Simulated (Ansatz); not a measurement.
CH₂, triplet along the distance C1-H2

Starting geometry (PBE0/def2-TZVP stationary point for this spin, not checked as a minimum):

```xyz
3

C     0.0000   -0.0596    0.0000
H     0.0000    0.3549   -0.9962
H     0.0000    0.3549    0.9962
```

From there H2 moves along the line of the two atoms named below, all else staying in place; atoms are numbered as listed. Energies are in kJ/mol, counted from the starting geometry at the same level.

Basis cc-pVDZ; Ansatz 0.2.0. Correlated methods freeze the noble-gas cores. Prefix R: restricted or restricted open-shell reference; prefix U: unrestricted. Active spaces: valence = (6e, 6o) chosen from the atoms' valence shells.

Unrestricted rows (U) aren't spin-pure: their determinants' ⟨S²⟩ exceeds S(S+1) by up to 0.36, so they mix in states of higher spin. Coupled cluster chose its determinant by trial CCSD, here up to 0.29 eV above the lowest Hartree–Fock solution of its kind, and MP2 stands on that determinant too. For open shells CISD is restricted-active-space CI with the open shells as a complete middle space. Runs in a small pair space aren't shown, since their orbitals change along the scan. A value is left out where its run failed or describes another state than the reference as far as symmetry and spin tell, or, spin-broken singlets apart, can't be checked.

Full CI is exact within this basis and frozen core; it isn't the basis-set limit. The frozen core follows each run's orbitals, which can shift R against U totals by a few meV.

```
distance C1-H2 (Å)  full CI  unpaired electrons (full CI)  error UMP2  error CISD  error RCCSD  error UCCSDT(Q)  error CASSCF (valence space)  error NEVPT2 (valence space)
             0.880    125.1                          2.01        -3.5        -1.6         -0.8              0.0                           1.2                           0.3
             0.989     23.8                          2.01        -1.7        -0.8         -0.4              0.0                           1.0                           0.2
             1.079      0.0                          2.02         0.0         0.0          0.0              0.0                           0.0                           0.0
             1.182     10.9                          2.02         2.3         1.0          0.5              0.0                          -2.1                          -0.3
             1.346     70.0                          2.03         7.4         2.9          1.5              0.0                          -6.8                          -0.9
             1.499    141.5                          2.05        15.5         5.2          2.9              0.0                         -12.0                          -1.6
             1.734    247.6                          2.11        56.9        10.5          6.1              0.1                         -20.0                          -2.4
             1.956    327.1                          2.23        69.5        17.8         10.9              0.1                         -25.8                          -2.7
             2.395    412.5                          2.41        32.8        14.3         10.4              0.1                             –                             –
             2.950    430.7                          2.06        15.7         1.1          1.0              0.1                         -29.4                          -1.3
             3.598    431.1                          2.05        14.6         0.5          0.5              0.1                         -30.9                          -2.0
```

Unpaired electrons are Σ n²(2−n)² over natural occupations. Errors are those of relative energies. In total energy the starting point itself misses full CI by: UMP2 58.5, CISD 12.6, RCCSD 5.8, UCCSDT(Q) -0.1, CASSCF (valence space) 215.4, NEVPT2 (valence space) 49.4 kJ/mol.

Spread of the error over the points with a reference, to 3.598 Å (largest less smallest): UCCSDT(Q) 0.2, NEVPT2 (valence space) 3.0 (10 of 11 points), RCCSD 11.7, CISD 19.4, CASSCF (valence space) 32.1 (10 of 11 points), UMP2 73.0 kJ/mol.

Going outwards, the relative energy of CISD first misses by more than 4.2 kJ/mol (1 kcal/mol) at 1.499 Å.

Going outwards, the relative energy of RCCSD first misses by more than 4.2 kJ/mol (1 kcal/mol) at 1.734 Å.

CASSCF lacks dynamic correlation, of which the bound molecule has more, so its curve rises 30.9 kJ/mol too little out to 3.598 Å.
